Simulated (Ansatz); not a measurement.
## NH3 (SMILES N): methods side by side

NH3 has 4 atoms, charge 0, and is taken as a singlet. SMILES: `N`. The shape was relaxed beforehand at B3LYP/def2-SVP.

```xyz
4

N    -0.0759    0.2709    0.1205
H     0.4912   -0.3084    0.7439
H    -0.8830   -0.3085   -0.1219
H     0.4677    0.3460   -0.7425
```

Each level gives the adiabatic electron affinity (to the doublet anion, shapes relaxed at B3LYP/def2-SVP, no zero-point term) (eV). The values are calculated.

The electron affinity is E(neutral) − E(anion): positive where the electron is bound.

```csv
level,kind,program,value (eV)
HF/def2-TZVPP,Hartree–Fock,Ansatz,-3.36
BLYP/def2-TZVPP,GGA,Ansatz,-2.43
PBE/def2-TZVPP,GGA,Ansatz,-2.39
B3LYP/def2-TZVPP,global hybrid,Ansatz,-2.44
PBE0-D4/def2-TZVPP,global hybrid,Ansatz,-2.54
CAM-B3LYP/def2-TZVPP,range-separated hybrid,Ansatz,-2.57
wB97M-V/def2-TZVPP,range-separated hybrid,Ansatz,-2.72
MP2/def2-TZVPP,perturbation theory,Ansatz,-2.77
```

The values span -3.36 to -2.39 eV. Negative values mean that the anion is unbound at that level; they are set by how diffuse the basis is and aren't properties of the molecule.
